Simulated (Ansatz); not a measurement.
## GaH3, triplet: stretch scan

Starting geometry (PBE0/def2-TZVP stationary point for this spin, not checked as a minimum):

```xyz
4

Ga    0.0000    0.0277   -0.0457
H     0.0000   -1.4776   -0.5415
H     0.4054   -0.2202    1.8512
H    -0.4054   -0.2202    1.8512
```

From there H3 moves along the line of the two atoms named below, all else staying in place; atoms are numbered as listed. Energies are in eV, counted from the starting geometry at the same level. Kohn–Sham curves are unrestricted where that lies lower.

Basis aug-cc-pVDZ; Ansatz 0.2.0. Correlated methods freeze the noble-gas cores and the filled d shells of p-block atoms. Prefix R: restricted or restricted open-shell reference; prefix U: unrestricted. Active spaces: valence = (6e, 7o) chosen from the atoms' valence shells. No spin–orbit coupling is included, and no scalar relativity.

Runs in a small pair space aren't shown, since their orbitals change along the scan.

Full CI is exact within this basis and frozen core; it isn't the basis-set limit. The frozen core follows each run's orbitals, which can shift R against U totals by a few meV for light atoms and by up to 0.1 eV past Ca.

```
distance Ga1-H3 (Å)  full CI  curve A  curve B  curve C  curve D
              1.792    0.082    0.081    0.082    0.083    0.075
              1.956    0.000    0.000    0.000    0.000    0.000
              2.142    0.060    0.062    0.060    0.093    0.048
              2.688    1.058    1.021    1.061    1.231    0.929
              3.528    1.450    1.381    1.457    1.253    1.398
              5.164    1.377    1.275    1.386    1.080    1.375
```

(1) The curves come from B3LYP, NEVPT2 (valence space), UCCSDTQ, UHF. Compare each with full CI and say which is which.

In so small a basis the reference is far from its limit while semilocal and hybrid functionals are nearer theirs, so the functionals' errors here hold much of the reference's basis and frozen-core error, which can add to them or hide them.

Results:

(1) A: NEVPT2 (valence space), B: UCCSDTQ, C: UHF, D: B3LYP. Spread of the error against full CI, over the points where both stand: A 0.105, B 0.008, C 0.471, D 0.129 eV.
